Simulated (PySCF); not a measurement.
# Nuclear quadrupole coupling in thiohydroxylamine

Compound: thiohydroxylamine, H₃NS.
Geometry (PBE0-D3(BJ)/def2-SVP, Å), atoms numbered from 1 in this order:
```
atom  x, y, z in Å
N1    -0.5272    0.1463    0.1237
S2     0.9615   -0.4658   -0.4644
H3    -1.1566   -0.6125    0.3724
H4    -0.9725    0.7402   -0.5710
H5     1.7697    0.0814    0.4771
```

Field gradients from the PBE0/pcSseg-1 density (PySCF, non-relativistic), principal values in atomic units, ordered |Vxx| ≤ |Vyy| ≤ |Vzz|:

```csv
atom,Vxx,Vyy,Vzz
N1,0.3518,0.8701,-1.2219
S2,0.4926,2.9352,-3.4277
```

Q: Find the asymmetry η = (Vxx − Vyy)/Vzz and the couplings χ = eQV/h (234.96 MHz × Q in barn × V in au), with Q(14N) = 0.02044 b, Q(33S) = −0.0678 b.

A: 
```tsv
atom	environment	nucleus	η	χzz (MHz)	χxx (MHz)	χyy (MHz)
N1	nitrogen bonded to S and 2 H	14N	0.42	-5.87	1.69	4.18
S2	sulfur bonded to N and H	33S	0.71	54.61	-7.85	-46.76
```

Q: What is Vzz at N1 in SI units (1 au = 9.71736 × 10²¹ V/m²)?

A: -1.2219 au = -11.873 × 10²¹ V/m².

Q: What couplings would deuterons (Q(2H) = 0.00286 b) have in place of the hydrogens, at this geometry?

A: 
```
atom  bonded to  bond length (Å)  Vzz (au)     η  χzz (kHz)
  H3         N1            1.017    0.3911  0.17        263
  H4         N1            1.017    0.3909  0.17        263
  H5         S2            1.356    0.2128  0.22        143
```

Isolated species at its PBE0-D3(BJ)/def2-SVP geometry (one conformer only). With a basis this small, the couplings can be 20 % off.

These values come from a run that also computed NMR shieldings. On one thread of an Arm Neoverse V2, on a shared host, this took 2.2 s wall (with the writing of density and orbital grids) and 0.28 GiB of memory at its peak.
